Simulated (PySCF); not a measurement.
Partial charges of `[H]/N=C(/C)CC`

Species: C4H9N.
Z-matrix (Å and degrees, PBE0-D3(BJ)/def2-SVP geometry), rows numbered from 1:
```
C 
C   1  1.5270
C   2  1.5140  1  112.64
C   3  1.5014  2  116.35  1    77.38
N   3  1.2725  2  124.61  1  -101.29
H   1  1.1003  2  110.99  3   179.18
H   1  1.1007  2  111.78  3   -60.82
H   1  1.1008  2  110.86  3    59.27
H   2  1.1025  1  109.76  3  -121.19
H   2  1.1036  1  109.42  3   121.90
H   4  1.1019  3  111.10  2   -56.25
H   4  1.1024  3  110.49  2    62.11
H   4  1.0969  3  109.78  2  -177.19
H   5  1.0263  3  109.86  2    -1.59
```

Density: PBE0/pcSseg-1 (PySCF); schemes: Mulliken, IAO, Hirshfeld and ESP-fitted. Isolated species at its PBE0-D3(BJ)/def2-SVP geometry (one conformer only).

At which atom do the 4 schemes differ most?

At C3: from -0.101 (Mulliken) to +0.505 e (ESP-fitted), 0.606 e apart.

Which atoms carry the lowest charge in the Mulliken, IAO, Hirshfeld and ESP-fitted schemes?

All schemes agree: Mulliken N5 (-0.325); IAO N5 (-0.453); Hirshfeld N5 (-0.247); ESP-fitted N5 (-0.755).

Do the Mulliken, IAO, Hirshfeld and ESP-fitted schemes agree on where the charge is highest?

The schemes don't all agree: Mulliken H14 (+0.151); IAO H14 (+0.231); Hirshfeld C3 (+0.100); ESP-fitted C3 (+0.505).

What partial charge does each atom carry?

In e:

```csv
atom,environment,Mulliken,IAO,Hirshfeld,ESP-fitted
C1,methyl carbon,-0.288,-0.405,-0.110,-0.142
C2,chain CH2 carbon,-0.223,-0.285,-0.069,-0.037
C3,imine carbon,-0.101,+0.195,+0.100,+0.505
C4,methyl carbon,-0.219,-0.433,-0.119,-0.488
N5,imine nitrogen,-0.325,-0.453,-0.247,-0.755
H6,methyl hydrogen,+0.126,+0.143,+0.044,+0.052
H7,methyl hydrogen,+0.120,+0.136,+0.040,+0.037
H8,methyl hydrogen,+0.121,+0.141,+0.040,+0.047
H9,methylene hydrogen,+0.122,+0.135,+0.041,+0.003
H10,methylene hydrogen,+0.126,+0.139,+0.043,+0.026
H11,methyl hydrogen,+0.127,+0.145,+0.046,+0.138
H12,methyl hydrogen,+0.129,+0.148,+0.047,+0.122
H13,methyl hydrogen,+0.136,+0.163,+0.047,+0.152
H14,N–H hydrogen,+0.151,+0.231,+0.096,+0.340
```

Mean size of the charges over all atoms: IAO 0.225 e, ESP-fitted 0.203 e, Mulliken 0.165 e, Hirshfeld 0.078 e. Each set sums to the total charge, 0, to within 0.001 e. The Hirshfeld scheme divides the density at each point in proportion to the densities of the neutral, spherically averaged free atoms.

How many electrons does the ESP-fitted scheme count on N5?

Z − q = 7 − (-0.755) = 7.755.

How closely do the schemes follow one another over all atoms?

Correlation coefficient and root-mean-square difference: IAO with Hirshfeld 0.95, 0.165 e; Hirshfeld with ESP-fitted 0.93, 0.215 e; Mulliken with IAO 0.92, 0.112 e; Mulliken with Hirshfeld 0.85, 0.110 e; IAO with ESP-fitted 0.83, 0.167 e; Mulliken with ESP-fitted 0.63, 0.233 e.

The run behind these numbers computed NMR shieldings as well. The run took 8.0 s of wall time on one thread of an x86-64 server, shared host.
